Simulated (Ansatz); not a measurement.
We consider Ga₂O₃ (C2/m, No. 12), described by LDA (Ansatz, an electronic-structure program, plane waves, PAW).

Numerical settings: plane-wave cutoff 520 eV, 12×12×6 k mesh (along the axes of the cell as run), scalar-relativistic PAW data made under PBE.

Cell (relaxed at this level):

```
Ga2O3
1.0
    6.06745     1.50789     0.00779
   -6.06745     1.50789    -0.00779
   -1.37331     0.00000     5.58459
Ga O
4 6
Direct
  0.90930   0.09070   0.70492
  0.09070   0.90930   0.29508
  0.65889   0.34111   0.81433
  0.34111   0.65889   0.18567
  0.82691   0.17309   0.93783
  0.17309   0.82691   0.06217
  0.83428   0.16572   0.39065
  0.16572   0.83428   0.60935
  0.49642   0.50358   0.75578
  0.50358   0.49642   0.24422
```

Problem. Estimate the Voigt–Reuss–Hill bulk modulus, polycrystal shear modulus (Hill average), Young modulus and Poisson ratio that the calculation returns.

Solution. 
- Voigt–Reuss–Hill bulk modulus = 184 GPa
- polycrystal shear modulus (Hill average) = 77.9 GPa
- Young modulus = 205 GPa
- Poisson ratio = 0.314

Note: the relaxation could not lower the start's symmetry, so the cell can be a saddle point above a distorted one.

Elastic constants are with the ions relaxed.

Static lattice: no zero-point or thermal effects.
